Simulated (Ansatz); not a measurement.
**How methods differ on SiH4O (SMILES O[SiH3])**

SiH4O has 6 atoms, charge 0, and is taken as a singlet. SMILES: `O[SiH3]`. The shape is that of a PBE0-D4/def2-TZVP optimisation.

```xyz
6

O     0.6367   -1.0303    0.4190
Si   -0.0357    0.3465   -0.1870
H     0.0691   -1.6292    0.9047
H    -1.1283    0.0457   -1.1528
H     1.0605    1.0649   -0.8756
H    -0.6023    1.2024    0.8917
```

Each level gives the energy change with the Si2–H5 bond stretched from 1.481 to 2.961 Å (eV). The values are calculated.

| level | kind | program | value (eV) | less FCI/STO-3G |
| --- | --- | --- | --- | --- |
| revPBE/STO-3G (restricted) | GGA | Ansatz | 5.57 | +0.78 |
| r2SCAN/STO-3G (restricted) | meta-GGA | Ansatz | 6.05 | +1.26 |
| B3LYP/STO-3G (restricted) | global hybrid | Ansatz | 6.14 | +1.35 |
| HSE06/STO-3G (restricted) | range-separated hybrid | Ansatz | 6.37 | +1.58 |
| B2PLYP/STO-3G (restricted) | double hybrid | Ansatz | 6.20 | +1.41 |
| RPA@PBE/STO-3G (restricted) | RPA | Ansatz | 5.54 | +0.75 |
| MP2/STO-3G (restricted) | perturbation theory | Ansatz | 6.32 | +1.53 |
| CCSDT(Q)/STO-3G (restricted) | coupled cluster or CI | Ansatz | 4.79 | 0.00 |
| CCSDTQ/STO-3G (restricted) | coupled cluster or CI | Ansatz | 4.79 | 0.00 |
| FCI/STO-3G | exact in the basis | Ansatz | 4.79 | 0.00 |

FCI/STO-3G is exact within its basis and frozen core, so for wave-function methods in that basis the difference is their error; functionals converge differently with the basis, so for them it is only a difference. The first shape isn't each level's own minimum. The values span 4.79 to 6.37 eV. All rows use very small basis sets, so none should be taken for the real molecule's value.
